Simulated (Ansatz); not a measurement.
C2H5NO, singlet: cost against accuracy

Geometry (MP2(full)/6-31G*, from the G2/97 set):

```tsv
atom	x (Å)	y (Å)	z (Å)
O	0.3822	1.2661	0.0132
C	0.0348	0.0889	0.0009
N	0.9432	-0.9394	-0.0438
C	-1.4138	-0.3495	0.0050
H	0.6656	-1.8851	0.1751
H	-2.0396	0.5240	-0.1704
H	-1.6032	-1.1002	-0.7666
H	-1.6745	-0.7839	0.9749
H	1.9108	-0.6925	0.1170
```

Measured, as an electronic atomization energy: 3632.5 kJ/mol (G2/97 heats of formation of molecule and atoms, with zero-point and thermal terms from B3LYP taken off; Curtiss et al., J. Chem. Phys. 106, 1063 (1997), Staroverov et al., J. Chem. Phys. 119, 12129 (2003)). The measured value holds scalar relativity and spin–orbit coupling, which all computed ones lack, and core correlation, which the wave-function levels lack. Atoms are taken at the same level; beside RHF, RMP2 and RCC rows they are unrestricted. Truncated CI is not size-consistent. The atoms' steps beyond CCSDT(Q) are taken from restricted open-shell runs, which share full CI's core. Ansatz 0.2.0; the 6-31G* set has Cartesian d functions; a miss is computed less measured; times are wall times on shared hosts and scatter by a factor of two or so.

```tsv
level	basis	miss (kJ/mol)	time of the run	hardware
RHF	STO-3G	-944.9	0.3 s	1 CPU thread
UHF	STO-3G	-940.9	0.3 s	1 CPU thread
RMP2	STO-3G	-446.4	–	–
RCCSD(T)	STO-3G	-369.0	0.46 s	1 CPU thread
RCCSDT(Q)	STO-3G	-365.9	2.2 s	1 CPU thread
RCCSDTQ	STO-3G	-365.8	90 s	1 CPU thread
PBE	STO-3G	440.5	0.91 s	1 CPU thread
r2SCAN	STO-3G	272.1	1.7 s	1 CPU thread
B3LYP	STO-3G	259.2	0.94 s	1 CPU thread
B2PLYP	STO-3G	11.8	1.1 s	1 CPU thread
RMP2	6-31G	-585.9	–	–
RCCSD(T)	6-31G	-606.0	1.1 s	1 CPU thread
RCCSDT(Q)	6-31G	-601.9	71 s	1 CPU thread
PBE	6-31G	-20.8	0.79 s	1 CPU thread
r2SCAN	6-31G	-152.6	1.4 s	1 CPU thread
B3LYP	6-31G	-164.9	0.85 s	1 CPU thread
wB97M-V	6-31G	-127.2	3.3 s	1 CPU thread
B2PLYP	6-31G	-312.0	1.3 s	1 CPU thread
RCCSD(T)	6-31G*	-353.3	2.9 s	1 CPU thread
RCCSDT(Q)	6-31G*	-349.5	9 s	H100 + 2 CPU threads
PBE	6-31G*	100.4	0.97 s	1 CPU thread
r2SCAN	6-31G*	-21.2	1.8 s	1 CPU thread
B3LYP	6-31G*	-28.0	1.1 s	1 CPU thread
B2PLYP	6-31G*	-120.2	1.9 s	1 CPU thread
RCCSD(T)	cc-pVDZ	-308.9	5 s	1 CPU thread
PBE	cc-pVDZ	64.7	1.1 s	1 CPU thread
B2PLYP	cc-pVDZ	-133.0	2 s	1 CPU thread
RHF	cc-pVTZ	-1103.3	4.1 s	1 CPU thread
RMP2	cc-pVTZ	-40.6	–	–
RCCSD(T)	cc-pVTZ	-112.7	5 s (with forces)	H100 + 2 CPU threads
PBE	cc-pVTZ	112.4	1.2 s	H100 + 2 CPU threads
r2SCAN	cc-pVTZ	6.6	1.6 s (with forces)	H100 + 2 CPU threads
B3LYP	cc-pVTZ	-7.2	1.5 s	H100 + 2 CPU threads
wB97M-V	cc-pVTZ	13.1	1.7 s (with forces)	H100 + 2 CPU threads
B2PLYP	cc-pVTZ	-29.0	1.8 s	H100 + 2 CPU threads
RHF	cc-pVQZ	-1095.7	–	–
PBE	cc-pVQZ	119.8	2.1 s	H100 + 2 CPU threads
r2SCAN	cc-pVQZ	12.1	2 s	H100 + 2 CPU threads
wB97M-V	cc-pVQZ	19.0	2.3 s	H100 + 2 CPU threads
B2PLYP	cc-pVQZ	-4.0	2.9 s	H100 + 2 CPU threads
```

HF's time is that of a plain UHF run. A dash: the level came out of a higher level's run.

A composite of the best parts (restricted reference, at this geometry, which isn't the minimum of the high levels):

```csv
part,kJ/mol
"Hartree–Fock limit (T, Q; exp(−5.46 √X))",2539.10
"CCSD(T) correlation limit (T, Q; X⁻³)",1084.67
CCSDT − CCSD(T) (DZ),-0.33
(Q) (DZ),4.26
sum,3627.7
sum less measured,-4.8
```
